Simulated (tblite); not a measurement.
Species: nitrogen trifluoride, NF3.
SMILES: `FN(F)F`

Method: GFN2-xTB as coded in tblite; computed harmonic values from a numerical Hessian at the method's own geometry, unscaled. This tight-binding method is rough: wavenumbers can miss measured ones by several per cent, in bad cases by 10 to 20.

Harmonic wavenumbers (cm⁻¹): 444.8, 444.9, 578.0, 810.9, 812.0, 984.0.

A = 10784, B = 10783, C = 5861 MHz; mass 70.998 u (most abundant isotopes); point group C3v, symmetry number 3.

Problem. Zero-point energy?

Solution. ½Σν̃ = 2037 cm⁻¹ = 24.37 kJ/mol.

Problem. Give the ideal-gas entropy at 350 K and 1 bar in the rigid-rotor, harmonic-oscillator model (classical rotation).

Solution. Translation 165.35, rotation 91.90, vibration 14.96: S = 272.2 J/(mol K).

Problem. And Cp and H(350 K) − H(0)?

Solution. Cp = 60.78 J/(mol K), of which vibrations give 27.53 (their classical limit is 6 R = 49.9); H(350 K) − H(0) = 15.31 kJ/mol without the zero-point energy, 3.67 from vibrations.

Problem. How do the functions run with temperature in this model?

Solution. 
| T (K) | S (J/(mol K)) | Cp (J/(mol K)) | H − H(0) (kJ/mol) | G − H(0) (kJ/mol) | ln q(vib) |
| --- | --- | --- | --- | --- | --- |
| 50 | 192.5 | 33.3 | 1.66 | -7.96 | 0.00 |
| 100 | 215.8 | 34.6 | 3.35 | -18.24 | 0.00 |
| 298.15 | 262.8 | 56.2 | 12.27 | -66.09 | 0.36 |
| 373.15 | 276.2 | 62.5 | 16.74 | -86.31 | 0.62 |
| 500 | 295.5 | 69.6 | 25.16 | -122.61 | 1.13 |
| 750 | 325.3 | 76.3 | 43.53 | -200.40 | 2.15 |
| 1000 | 347.6 | 79.1 | 63.00 | -284.63 | 3.09 |

q(vib) and H(0) count from the zero-point level.

Problem. Which modes carry the vibrational entropy at 350 K?

Solution. 444.8 cm⁻¹: 4.37; 444.9 cm⁻¹: 4.36; 578.0 cm⁻¹: 2.83; 810.9 cm⁻¹: 1.33; 812.0 cm⁻¹: 1.32; 984.0 cm⁻¹: 0.75 J/(mol K).

Problem. What must be added to the electronic energy to get the Gibbs energy at 350 K and 1 bar?

Solution. ZPE + [H(350 K) − H(0)] − T·S = 24.37 + 15.31 − 95.28 = -55.60 kJ/mol.
